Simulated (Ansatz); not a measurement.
Geometry optimisation, RKS r2SCAN-D4/def2-mTZVP in Ansatz.

input.yaml

```yaml
crystal:
  periodic: [false, false, false]
  atoms:
    - { symbol: F, position_ang: [-0.8766, -2.3486, 0.2768] }
    - { symbol: C, position_ang: [-0.1667, -1.2146, 0.4087] }
    - { symbol: "N", position_ang: [-0.4945, -0.181, -0.317] }
    - { symbol: P, position_ang: [0.6163, 1.2258, -0.0979] }
    - { symbol: H, position_ang: [0.6742, -1.2705, 1.1124] }
    - { symbol: H, position_ang: [0.763, 1.5317, -1.4623] }
    - { symbol: H, position_ang: [-0.4544, 2.1892, 0.0335] }
basis:
  gaussian: { orbitals: def2-mTZVP }
hamiltonian:
  xc: r2scan
  dispersion: d4
relax:
  f_tol: 0.02
  max_steps: 50
output:
  orbitals: {}
```

Run as:

```bash
$ ansatz run input.yaml --threads 2 --pin off --max-ram 3072MiB --backend cpu --events-out ev --progress --plain --runs-dir out
```

Question: Where does it end, and by what steps?

Answer: The forces met the threshold. After 6 steps the energy has fallen by 0.147 eV; N3 moved furthest, 0.05 Å.

```json
{"step": "0", "energy less start (eV)": "0.0000", "largest force component (eV/Å)": "2.650", "accepted": "yes"}
{"step": "1", "energy less start (eV)": "-0.0532", "largest force component (eV/Å)": "1.272", "accepted": "yes"}
{"step": "2", "energy less start (eV)": "-0.1272", "largest force component (eV/Å)": "0.444", "accepted": "yes"}
{"step": "3", "energy less start (eV)": "-0.1436", "largest force component (eV/Å)": "0.376", "accepted": "yes"}
{"step": "4", "energy less start (eV)": "-0.1467", "largest force component (eV/Å)": "0.042", "accepted": "yes"}
{"step": "5", "energy less start (eV)": "-0.1467", "largest force component (eV/Å)": "0.087", "accepted": "no"}
{"step": "6", "energy less start (eV)": "-0.1468", "largest force component (eV/Å)": "0.003", "accepted": "yes"}
```

```xyz
7
Properties=species:S:1:pos:R:3
F -0.878 -2.302 0.289
C -0.149 -1.177 0.384
N -0.444 -0.183 -0.312
P 0.596 1.227 -0.086
H 0.655 -1.314 1.114
H 0.750 1.512 -1.475
H -0.468 2.169 0.040
```

Whether the end is a true minimum wasn't checked by a vibrational analysis.

Time of the run: 11 s on 2 threads of Intel(R) Xeon(R) Platinum 8488C (Sapphire Rapids), on a shared host, peak memory 0.17 GiB.
